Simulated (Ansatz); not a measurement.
Input file:

```yaml
crystal:
  periodic: [false, false, false]
  atoms:
    - {symbol: P, position_ang: [0.000000, 0.045924, 1.676701]}
    - {symbol: Ga, position_ang: [0.000000, -0.040559, -0.723678]}
    - {symbol: H, position_ang: [0.000000, 1.394401, -1.465093]}
basis:
  gaussian: {orbitals: cc-pVDZ}
magnetization: {spin_polarized: true, initial_magnetization: 3}
hamiltonian: {xc: {name: wB97M-V}}
output: {forces: true, orbitals: {seedname: orbitals}}
```

```sh
$ ansatz run in.yaml --threads 1 --pin off --events-out ev --progress --plain --max-ram 2393MiB
```

Log:

```
  # Of w^i u^j: cxij and so on, Table III.
  gx(w, u) = 1 - cx + cx01*u + cx10*w
  gss(w, u) = css00 + css04*u^4 + css10*w + css20*w^2 + css43*w^4*u^3
  gos(w, u) = cos00 + cos10*w + (cos20 + cos21*u)*w^2 + (cos60 + cos61*u)*w^6
      + integral(e_c_pw_mod_opposite_spin*gos(b97_w_opposite, b97_u_opposite)) + vv10(b, c)
558 factors; integrals over basis functions are off by at most 8.8e-4 eV
154 factors; integrals over basis functions are off by at most 6.8e-6 eV
mean field evaluation 1: about -61675.3705 eV, gradient 6.0e0 eV
mean field evaluation 2: about -61675.7424 eV, gradient 2.2e0 eV
mean field evaluation 4: about -61675.8179 eV, gradient 3.4e-1 eV
mean field evaluation 8: about -61675.8356 eV, gradient 9.8e-2 eV
mean field evaluation 16: about -61675.8366 eV, gradient 5.8e-4 eV
mean field -61675.83664865 eV, -2266.5451914544 hartree, gradient 8.6e-5 eV, S^2 3.758041; 1 other end points of the search recorded, 0 dependent functions left out
the calculation of the forces begins
reference -61675.83668407 eV, -2266.5451927559 hartree; 25, 22 occupied and 25, 28 virtual orbitals, 558 factors
Total energy: -61675.83668407 eV, -2266.5451927559 hartree
Atom 0 at     0.000000     0.045924     1.676701 Å, force     0.000000     0.014806     0.072198 eV/Å
Atom 1 at     0.000000    -0.040559    -0.723678 Å, force    -0.000000     0.013532    -0.107237 eV/Å
Atom 2 at     0.000000     1.394401    -1.465093 Å, force    -0.000000    -0.028338     0.035039 eV/Å
Dipole moment:    -0.000000    -0.083896    -0.090698 e Å
```

Forces (eV/Å):
```
P    0.000  0.015  0.072
Ga   0.000  0.014 -0.107
H    0.000 -0.028  0.035
```

Ran on 1 thread of Arm Neoverse V2, shared host: 11 s wall, 0.22 GiB peak host memory.
